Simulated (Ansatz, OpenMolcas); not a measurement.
## SiH2S (SMILES [SiH]S): methods side by side

The species is SiH2S (4 atoms), meant as a singlet with charge 0. As SMILES, `[SiH]S`. The shape is that of a PBE0-D4/def2-TZVP optimisation.

```xyz
4

Si   -0.2628   -1.0744    0.1611
S     0.1905    0.9588   -0.2066
H     1.0175   -1.1908    0.9814
H    -0.8897    1.2460   -0.9562
```

Quantity: the energy change with the Si1–H3 bond stretched from 1.525 to 2.288 Å, in eV. The values are calculated.

| level | kind | program | value (eV) | less FCI/STO-3G | CPU time (all runs) |
| --- | --- | --- | --- | --- | --- |
| HF/STO-3G (restricted) | Hartree–Fock | OpenMolcas | 3.83 | +1.23 | 3.1 s |
| SVWN5/STO-3G (restricted) | LDA | Ansatz | 2.69 | +0.09 | 1 s |
| revPBE/STO-3G (restricted) | GGA | Ansatz | 2.52 | -0.08 | 1.6 s |
| r2SCAN0/STO-3G (restricted) | hybrid meta-GGA | Ansatz | 3.07 | +0.47 | 3.5 s |
| wB97M-V/STO-3G (restricted) | range-separated hybrid | Ansatz | 3.09 | +0.49 | 22 s |
| B2PLYP/STO-3G (restricted) | double hybrid | Ansatz | 2.95 | +0.35 | 2 s |
| RPA@PBE/STO-3G (restricted) | RPA | Ansatz | 2.60 | 0.00 | 2.3 s |
| ACPF/STO-3G (restricted) | coupled cluster or CI | OpenMolcas | 2.43 | -0.17 | 3.4 s |
| CCSDT(Q)/STO-3G (restricted) | coupled cluster or CI | Ansatz | 2.60 | 0.00 | 0.55 s |
| FCI/STO-3G | exact in the basis | OpenMolcas | 2.60 | 0.00 | 8.5 s |

FCI/STO-3G is exact within its basis and frozen core, so for wave-function methods in that basis the difference is their error; functionals converge differently with the basis, so for them it is only a difference. Spin-restricted single references rise too steeply as a bond breaks, Hartree–Fock most of all. The first shape isn't each level's own minimum. The values span 2.43 to 3.83 eV. All rows use very small basis sets, so even the best lies far from the true value. Times are those of the runs behind each value, whatever else they computed, on shared processors of several kinds: orders of magnitude only.
